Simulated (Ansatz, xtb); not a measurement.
Breaking a bond: N₂, singlet. Each curve is given relative to its own lowest point near equilibrium.

```
R / Å       A      B      C
-----  ------  -----  -----
0.88    6.448  6.366  6.334
0.93    3.301  3.355  3.327
0.98    1.413  1.496  1.474
1.03    0.411  0.471  0.457
1.07    0.064  0.091  0.084
1.09    0.005  0.014  0.012
1.10    0.000  0.000  0.000
1.16    0.235  0.186  0.201
1.20    0.580  0.507  0.532
1.29    1.675  1.558  1.616
1.34    2.385  2.245  2.327
1.46    4.166  3.954  4.095
1.64    6.695  6.273  6.330
1.79    8.535  7.668      —
1.98   10.464  8.655      —
2.21   12.147  9.144      —
2.40   13.080  9.289      —
2.63   13.791  9.352      —
2.95   14.283  9.376      —
3.21   14.459  9.383      —
3.78   14.553  9.390      —
4.39   14.558  9.394      —
```

Energies in eV.

Problem. Assign the columns to these levels of theory: GFN1-xTB (xtb); CCSDT on RHF/cc-pVTZ, frozen core in Ansatz (a program for electronic structure); CCSDT(Q) on UHF/cc-pVTZ, frozen core run with Ansatz.

Solution. A is GFN1-xTB; B is UCCSDT(Q); C is RCCSDT.

A dash means that the run gave no value there, or that the column was ended at a point which the program doubted or which failed a test of continuity chosen for this set; such a test can also cut sound points.

The T1 diagnostic of CCSD on the restricted reference of RCCSDT exceeds 0.045 at 1.64 to 1.79 Å. The unrestricted solution behind UCCSDT(Q) changes between 1.20 and 1.29 Å and between 1.46 and 1.64 Å and between 1.64 and 1.79 Å, which can leave a kink. The unrestricted determinant behind UCCSDT(Q) is spin-contaminated at 1.16 to 4.39 Å (<S²> up to 3.0, against 0.00 for a pure singlet).
